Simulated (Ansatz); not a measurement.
# BF₃ (singlet): wave-function methods side by side, 6-31G

One table from this session's results is given with a row withheld; the runs are named, their logs left out.

Program: Ansatz 0.2.0, Gaussian basis. Level of theory: 6-31G, core rule «outside noble gas», up to 4 orbitals frozen. These are calculated values, not measurements.

The runs, in order: UHF; CCSD(T) on RHF; BCCD(T) on RHF; CISD; CCSDT(Q) on RHF; CCSDTQ on RHF; CASSCF and MRCISD+Q, 18 electrons in 13 orbitals; CASSCF and NEVPT2, 18 electrons in 13 orbitals.

25 further runs of the same task are left out: 7 for a known fault of the program, 1 that didn't finish, 17 set aside as unsound or not needed.

## The system

The geometry is an MP2(full)/6-31G* stationary point (not a proven minimum).

4 atoms, charge 0, spin multiplicity 1.

Atoms are counted from 1 here; the program's logs count them from 0.

Bond lengths: B1–F2 1.322 Å, B1–F3 1.322 Å, B1–F4 1.322 Å. Angles: F2–B1–F3 120.0°, F2–B1–F4 120.0°, F3–B1–F4 120.0°.

The first run:

The input, in.yaml:

```yaml
crystal:
  periodic: [false, false, false]
  atoms:
    - {symbol: B, position_ang: [0.000000, 0.000000, 0.000000]}
    - {symbol: F, position_ang: [0.000000, 1.321760, 0.000000]}
    - {symbol: F, position_ang: [1.144678, -0.660880, 0.000000]}
    - {symbol: F, position_ang: [-1.144678, -0.660880, 0.000000]}
basis:
  gaussian: {orbitals: 6-31G}
magnetization: {spin_polarized: true, initial_magnetization: 0}
hamiltonian: {xc: hf}
output: {orbitals: {seedname: orbitals}}
```

On the command line:

```
> ansatz run in.yaml --threads 1 --pin off --events-out ev --progress --plain --max-ram 3793MiB --backend cpu
```

Steps of the session up to this table: UHF; CCSD(T) on RHF; BCCD(T) on RHF; CISD; CCSDT(Q) on RHF; CCSDTQ on RHF; CASSCF and MRCISD+Q, 18 electrons in 13 orbitals; CASSCF and NEVPT2, 18 electrons in 13 orbitals.

One of the session's tables, all rows but one given; the rest of the session is left out.

It belongs to the step «Misses and costs». 

```
          method  from RCCSDTQ (kcal/mol)
             RHF                  +265.76
            RMP2                    +3.71
            CISD                   +28.60
           RCCSD                        ?
        RCCSD(T)                    +0.85
         BCCD(T)                    +0.64
          RCCSDT                    +0.66
       RCCSDT(Q)                    -0.08
         RCCSDTQ                        0
  CASSCF valence                  +191.76
  NEVPT2 valence                   +13.90
  MRCISD valence                   +14.53
MRCISD+Q valence                    +3.08
```

Estimate the missing values for RCCSD.

As computed: from RCCSDTQ (kcal/mol): +5.23. In the column «from RCCSDTQ (kcal/mol)» it lies between RMP2 (+3.71) and NEVPT2 valence (+13.90).
